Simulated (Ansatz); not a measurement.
Reaction (SMILES): S=C=S → C atom + 2 S atom
B3LYP-D3(BJ)/def2-TZVP geometries, fixed; electronic energies without zero-point terms.
Largest species:
```xyz
3

S      0.0000     0.0000    -1.5527
C      0.0000     0.0000     0.0000
S      0.0000     0.0000     1.5527
```
Charge 0, spin multiplicity 1.

Basis-set convergence of the atomisation energy at CCSD(T) with Ansatz (an electronic-structure program). Cartesian d functions, on some or all atoms, in 6-31+G*; all else is spherical. Cores are frozen. Open shells are unrestricted. No added dispersion term, no relativity. Functions are those of the species that has most. Reference: Hartree-Fock in aug-cc-pV(Q+d)Z plus the correlation part extrapolated as X^-3 from aug-cc-pV(T+d)Z and aug-cc-pV(Q+d)Z, 278.33 kcal/mol, itself unsure by roughly 1.65 kcal/mol (a third of the extrapolation step and of the last Hartree-Fock step). Deviations are taken from unrounded values. Cost is core time over that of aug-cc-pV(D+d)Z, rough, on shared machines of one kind; a dash marks a row that isn't timed (too short, read off another run, short of memory, by another algorithm or on other hardware).

```csv
basis,functions,atomisation energy (kcal/mol),minus reference (kcal/mol),cost
6-31G,35,197.72,-80.62,-
def2-SVP,50,256.74,-21.59,-
pcseg-1,50,248.40,-29.93,-
6-31+G*,65,251.18,-27.16,-
aug-cc-pV(D+d)Z,87,251.36,-26.98,1×
"6-311++G(2d,2p)",97,253.36,-24.97,1×
cc-pV(T+d)Z,108,266.14,-12.20,1×
def2-TZVPD,129,267.02,-11.31,2×
pcseg-3,188,273.62,-4.71,4×
aug-cc-pV(Q+d)Z,258,274.26,-4.07,-
aug-pcseg-3,263,273.86,-4.48,10×
cc-pV(5+d)Z,291,276.03,-2.30,-
pcseg-4,311,276.07,-2.26,-
```
